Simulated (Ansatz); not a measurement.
A nudged elastic band was laid between two geometries of CH5B + FH (9 atoms, charge 0, multiplicity 1).

These are results of Ansatz, UKS PBE0-D4/def2-SVP, not measurements.

- movable images: 5
- climbing image: yes
- spring: 5.0 eV/Å²
- optimiser: quadratic models (default)
- start path: through a guess of the saddle point
- force threshold: 0.2 eV/Å
- iteration limit: 60
- end points: relaxed

First end point:

```xyz
9
Properties=species:S:1:pos:R:3
B -0.711 -0.262 -0.400
C 0.623 -0.550 0.389
H -1.767 -0.313 0.190
H -0.719 -0.380 -1.605
H 0.264 1.813 0.051
F -0.554 1.786 -0.386
H 1.551 -0.244 -0.124
H 0.640 -0.196 1.434
H 0.675 -1.654 0.451
```

Last end point:

```xyz
9
Properties=species:S:1:pos:R:3
B -1.564 0.267 -0.914
C 1.249 -0.251 0.732
H -2.177 -0.244 -0.005
H -1.123 -0.336 -1.865
H 0.863 0.741 0.461
F -1.386 1.573 -0.877
H 2.250 -0.380 0.301
H 1.303 -0.334 1.825
H 0.585 -1.036 0.343
```

**Question.** Which bonds break or form, and what moves?

**Answer.** Bonds broken: B1–C2, H5–F6. Bonds formed: B1–F6, C2–H5. CH5B + FH becomes BFH2 + CH4.

**Question.** What energy profile does the band end with?

**Answer.** The forces met the threshold. The highest image is number 2 of 0 to 6, 11.3 kcal/mol above the first end and 44.4 kcal/mol above the last; the last end lies 33.1 kcal/mol below the first. The threshold of 0.2 eV/Å is loose, so the images may lie well off the minimum-energy path. Another band between the same ends (5 images) ends at a top of the same energy, where a vibrational analysis finds 1 clearly imaginary mode. The orbitals stay closed-shell, which can raise the energy where a bond breaks towards radicals; this wasn't checked here.

```csv
image,path coordinate (Å),energy (kcal/mol),B1–C2 (Å),H5–F6 (Å),B1–F6 (Å)
0,0.00,0.0,1.58,0.93,2.05
1,0.52,2.5,1.60,0.95,1.91
2,1.05,11.3,1.72,1.14,1.64
3,1.63,-14.9,2.08,1.66,1.40
4,2.22,-29.1,2.53,2.08,1.33
5,2.81,-32.6,2.94,2.46,1.32
6,3.39,-33.1,3.30,2.75,1.32
```

**Question.** What is the geometry of the highest image?

**Answer.** 
```xyz
9
Properties=species:S:1:pos:R:3
B -0.769 0.014 -0.444
C 0.681 -0.322 0.414
H -1.729 -0.262 0.231
H -0.680 -0.345 -1.591
H 0.216 0.971 0.067
F -0.580 1.638 -0.414
H 1.664 -0.161 -0.056
H 0.727 -0.135 1.497
H 0.471 -1.399 0.297
```

The run took 73 s on 2 threads of Arm Neoverse V2, on a shared host, peak memory 0.17 GiB.
